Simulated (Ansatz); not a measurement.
System: cubic perovskite BaTiO3 (cubic high-temperature phase). Method: LDA (Ansatz, a program for electronic structure, PAW).

Run with plane-wave cutoff 520 eV, 8×8×8 k mesh, Fermi–Dirac smearing 0.01 eV, no spin polarisation, scalar-relativistic PAW data made under PBE.

Pressure at four volumes; x = ln(V/12.182 Å³). One pressure is withheld.

| V (Å³/atom) | x | P (GPa) |
|---|---|---|
| 11.451 | -0.0619 | 13.89 |
| 12.182 | 0.0000 | 0.00 |
| 12.670 | 0.0393 | -7.02 |
| 12.913 | 0.0583 | ? |

Pass a parabola P(x) through the three rows shown, estimate the bulk modulus and its pressure derivative near zero pressure, and predict the withheld pressure.

Slopes between the rows: (0.00 − (13.89))/(0.0000 − (-0.0619)) = -224.39 and (-7.02 − (0.00))/(0.0393 − (0.0000)) = -178.63 GPa. Their difference over the span 0.1012 is c = 45.76/0.1012 = 452.2 GPa, so P(x) = 13.89 + (-224.39)(x − (-0.0619)) + 452.2 (x − (-0.0619))(x − (0.0000)). At the middle row B = −dP/dx = −[-224.39 + 452.2 × 0.0619] = 196.4 GPa, and B′ = dB/dP = 2c/B = 4.6. At x = 0.0583 the parabola gives -9.91 GPa; the run gives -9.99 GPa. The Birch–Murnaghan fit to the energies at all volumes has B0 = 195 GPa and B′ = 4.5.

Measured, for comparison: bulk modulus 162 GPa (temperature not stated, no zero-point or thermal correction, sources range from 162 to 173; as tabulated in Matsushita et al. (2011), arXiv:1104.2769). Computed less measured: bulk modulus +20 % (+13 % to +20 % over the range).

Note: the relaxation could not lower the start's symmetry, so the cell can be a saddle point above a distorted one.

Spin–orbit coupling is not included.
